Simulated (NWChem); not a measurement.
All runs are NWChem calculations. System: H$_{3}$P, charge 1, spin multiplicity 2, at the geometry of a parent with another charge or spin, in a state set for the comparison that need not be this species' ground state. Its SCF solution wasn't tested for a lower state. Level: ROCCSD(T)/def2-TZVPD, 5 core orbitals frozen.

The NWChem input:

```
start mol
memory heap 100 mb stack 700 mb global 1900 mb
charge 1
geometry units angstroms nocenter noautoz
  P     -0.130235    -0.003352     0.000000
  H      0.666565    -0.580989     1.035668
  H      0.666565    -0.580989    -1.035668
  H      0.620396     1.212263     0.000000
  symmetry group Cs
end
basis spherical
  * library def2-tzvpd
end
scf
  rohf
  nopen 1
  maxiter 100
  thresh 1e-7
  semidirect memsize 60000000 filesize 0
  # guess.movecs holds the orbitals of an unrestricted PBE0 run
  vectors input guess.movecs output mol.movecs
end
tce
  freeze core 5
  ccsd(t)
  2eorb
  2emet 13
  thresh 1e-6
  maxiter 100
  tilesize 24
end
task tce energy
```

Part of the output:

```
             Northwest Computational Chemistry Package (NWChem) 7.3.0
             --------------------------------------------------------

                                NWChem Input Module
                                -------------------

 Scaling coordinates for geometry "geometry" by  1.889725989
 (inverse scale =  0.529177249)

 Turning off AUTOSYM since
 SYMMETRY directive was detected!

                             Geometry "geometry" -> ""
                             -------------------------

 Output coordinates in angstroms (scale by  1.889725989 to convert to a.u.)

  No.       Tag          Charge          X              Y              Z
 ---- ---------------- ---------- -------------- -------------- --------------
    1 P                   15.0000    -0.13023500    -0.00335200     0.00000000
    2 H                    1.0000     0.66656500    -0.58098900     1.03566800
    3 H                    1.0000     0.66656500    -0.58098900    -1.03566800
    4 H                    1.0000     0.62039600     1.21226300     0.00000000

 Effective nuclear repulsion energy (a.u.)      17.4340881334

            Nuclear Dipole moment (a.u.)
            ----------------------------
        X                 Y               Z
 ---------------- ---------------- ----------------
     0.0000018897     0.0000094486     0.0000000000

      Symmetry information
      --------------------

 Group name             Cs
 Group number              2
 Group order               2
 No. of unique centers     3

      Symmetry unique atoms

     1    2    4


 Summary of "ao basis" -> "" (spherical)
 ------------------------------------------------------------------------------
       Tag                 Description            Shells   Functions and Types
 ---------------- ------------------------------  ------  ---------------------
 *                         def2-tzvpd                 on all atoms

 Summary of "ao basis" -> "ao basis" (spherical)
 ------------------------------------------------------------------------------
       Tag                 Description            Shells   Functions and Types
 ---------------- ------------------------------  ------  ---------------------
 P                         def2-tzvpd               15       43   6s5p3d1f
 H                         def2-tzvpd                5        9   3s2p

                                 NWChem SCF Module
                                 -----------------

  ao basis        = "ao basis"
  functions       =    70
  atoms           =     4
  closed shells   =     8
  open shells     =     1
  charge          =   1.00
  wavefunction    = ROHF
  use symmetry    = T
  symmetry adapt  = T

 Summary of "ao basis" -> "ao basis" (spherical)
 ------------------------------------------------------------------------------
       Tag                 Description            Shells   Functions and Types
 ---------------- ------------------------------  ------  ---------------------
 P                         def2-tzvpd               15       43   6s5p3d1f
 H                         def2-tzvpd                5        9   3s2p

      Symmetry analysis of basis
      --------------------------

        a'         45
        a"         25

 Forming initial guess at       0.0s

      Symmetry analysis of molecular orbitals - initial
      -------------------------------------------------

  Numbering of irreducible representations:

     1 a'          2 a"

  Orbital symmetries:

     1 a'          2 a'          3 a'          4 a'          5 a"
[...]
    1 P   15    14.93   2.01  0.53  1.44  0.97  0.75  0.03  4.17  1.70  0.69  1.79  0.63  0.07  0.13  0.02  0.01
    2 H    1     0.69   0.22  0.47  0.01  0.02 -0.04
    3 H    1     0.69   0.22  0.47  0.01  0.02 -0.04
    4 H    1     0.69   0.22  0.47  0.01  0.02 -0.04

 Mulliken analysis of the open-shell density
 -------------------------------------------

    Atom       Charge   Shell Charges
 -----------   ------   -------------------------------------------------------
    1 P   15     0.93   0.00  0.00 -0.00  0.12  0.10 -0.00  0.02 -0.01  0.13  0.45  0.12  0.00  0.00 -0.00 -0.00
    2 H    1     0.02   0.01  0.02  0.00  0.00 -0.01
    3 H    1     0.02   0.01  0.02  0.00  0.00 -0.01
    4 H    1     0.02   0.01  0.02  0.00  0.00 -0.01

       Multipole analysis of the density wrt the origin
       ------------------------------------------------

     L   x y z        total         open         nuclear
     -   - - -        -----         ----         -------
     0   0 0 0      1.000000     -1.000000     18.000000

     1   1 0 0      0.018574      0.976850      0.000002
     1   0 1 0      0.000481      0.025148      0.000009
     1   0 0 1      0.000000     -0.000000      0.000000

     2   2 0 0     -7.595002     -3.402173      5.456323
     2   1 1 0      0.010523     -0.056652     -0.056789
     2   1 0 1      0.000000     -0.000000      0.000000
     2   0 2 0     -8.003619     -1.203261      7.659385
     2   0 1 1     -0.000000      0.000000      0.000000
     2   0 0 2     -8.003934     -1.201796      7.660706

                   NWChem Extensible Many-Electron Theory Module
                   ---------------------------------------------


            General Information
            -------------------
      Number of processors :     1
         Wavefunction type : Restricted open-shell Hartree-Fock
          No. of electrons :    17
           Alpha electrons :     9
            Beta electrons :     8
           No. of orbitals :   140
            Alpha orbitals :    70
             Beta orbitals :    70
        Alpha frozen cores :     5
         Beta frozen cores :     5
     Alpha frozen virtuals :     0
      Beta frozen virtuals :     0
         Spin multiplicity : doublet
    Number of AO functions :    70
       Number of AO shells :    30
        Use of symmetry is : on
      Symmetry adaption is : on
         Schwarz screening : 0.10D-09

          Correlation Information
          -----------------------
          Calculation type : Coupled-cluster singles & doubles w/ perturbation
   Perturbative correction : (T)
            Max iterations :      100
        Residual threshold : 0.10D-05
     T(0) DIIS level shift : 0.00D+00
     L(0) DIIS level shift : 0.00D+00
     T(1) DIIS level shift : 0.00D+00
     L(1) DIIS level shift : 0.00D+00
     T(R) DIIS level shift : 0.00D+00
     T(I) DIIS level shift : 0.00D+00
   CC-T/L Amplitude update :  5-th order DIIS
                I/O scheme : Global Array Library
        L-threshold :  0.10D-05
        EOM-threshold :  0.10D-05
 no EOMCCSD initial starts read in
 TCE RESTART OPTIONS
 SLICE:      F
 D4D5:       F
 quantumc:   F
 qrotation:  F
 pwtce:      F
 qducc:      F
 nacto:                         0
 nrotv:                         0
 nrot:                          0

            Memory Information
            ------------------
          Available GA space size is     249027000 doubles
          Available MA space size is     104852772 doubles

 Maximum block size supplied by input
 Maximum block size        24 doubles

 tile_dim =     23

 -------------------------------------------------
   1    alpha     a'     2 doubles       0       1
   2    alpha     a'     1 doubles       2       2
   3    alpha     a"     1 doubles       3       3
   4    beta      a'     2 doubles       4       4
   5    beta      a"     1 doubles       6       5
   6    alpha     a'    19 doubles       7       6
   7    alpha     a'    19 doubles      26       7
   8    alpha     a"    23 doubles      45       8
   9    beta      a'     1 doubles      68       9
  10    beta      a'    19 doubles      69      10
  11    beta      a'    19 doubles      88      11
  12    beta      a"    23 doubles     107      12

 Global array virtual files algorithm will be used

 Parallel file system coherency ......... OK

 4-electron integrals stored in orbital form

 v2    file size   =          2557790
 4-index algorithm nr.  13 is used
 imaxsize =       30
 imaxsize ichop =        0


CCSD iterations
 ---------------------------------------------------------
 Iter          Residuum       Correlation     Cpu    Wall
 ---------------------------------------------------------
    1   0.1101155269661  -0.1310612407989     0.3     0.3
    2   0.0330472197068  -0.1501013881343     0.3     0.3
    3   0.0123288444530  -0.1543853017776     0.4     0.4
    4   0.0051051401143  -0.1557267387262     0.4     0.4
    5   0.0022831123380  -0.1562014311750     0.4     0.4
    6   0.0003544115753  -0.1565318432951     0.4     0.4
    7   0.0001287984651  -0.1565312473560     0.4     0.4
    8   0.0000669405011  -0.1565311677611     0.4     0.4
    9   0.0000322347364  -0.1565321186208     0.3     0.3
   10   0.0000180819464  -0.1565323378812     0.4     0.4
   11   0.0000032996456  -0.1565328000839     0.4     0.4
   12   0.0000014068110  -0.1565330103738     0.4     0.4
   13   0.0000007990629  -0.1565330404771     0.4     0.4
 -----------------------------------------------------------------
 Iterations converged
 CCSD correlation energy / hartree =        -0.156533040477147
 CCSD total energy / hartree       =      -342.288991414070551

 Singles contributions

 Doubles contributions
 CCSD(T)
 Using plain CCSD(T) code
             total no. of tasks          373
 total no. of tasks / no. procs          373
                         wl_min            2           1.1
                         wl_max        80408           6.6
        thresh for no. of tasks          373

 CCSD[T]  correction energy / hartree =        -0.004968285069728
 CCSD[T] correlation energy / hartree =        -0.161501325546875
 CCSD[T] total energy / hartree       =      -342.293959699140260
 CCSD(T)  correction energy / hartree =        -0.004830648241703
 CCSD(T) correlation energy / hartree =        -0.161363688718850
 CCSD(T) total energy / hartree       =      -342.293822062312245

 Task  times  cpu:       12.6s     wall:       12.6s

 Total times  cpu:       12.6s     wall:       12.6s
```
